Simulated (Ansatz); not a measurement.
1T (CdI2-type) HfS2, treated with PBE (plane waves, PAW; Ansatz, a program for electronic structure).

Run with plane-wave cutoff 520 eV, 12×12×6 k mesh (along the axes of the cell as run), perturbation theory, scalar-relativistic PAW data made under PBE.

Cell (relaxed at this level):

Space group P-3m1 (No. 164); a = b = 3.651 Å, c = 6.863 Å, α = β = 90.00°, γ = 120.00°

```csv
atom,site,symmetry,x,y,z
Hf,1a,-3m.,0.0000,0.0000,0.0000
S,2d,3m.,0.3333,0.6667,0.2108
```

Problem. Give the computed electronic dielectric constant ε∞ (mean over three axes) and dielectric constant ε0 (ions relaxed) (mean over three axes).

Solution. 
- electronic dielectric constant ε∞ (mean over three axes) = 6.85
- dielectric constant ε0 (ions relaxed) (mean over three axes) = 26.6

Note: the cell comes from a level without a dispersion term, which matters for the spacing of layers, chains or molecules; the cell has widely spaced layers and the level no dispersion term, so their spacing and the moduli can rest on weak binding.

Spin–orbit coupling is not included.

It cost about 40 core-minutes (a rough figure) of CPU time.
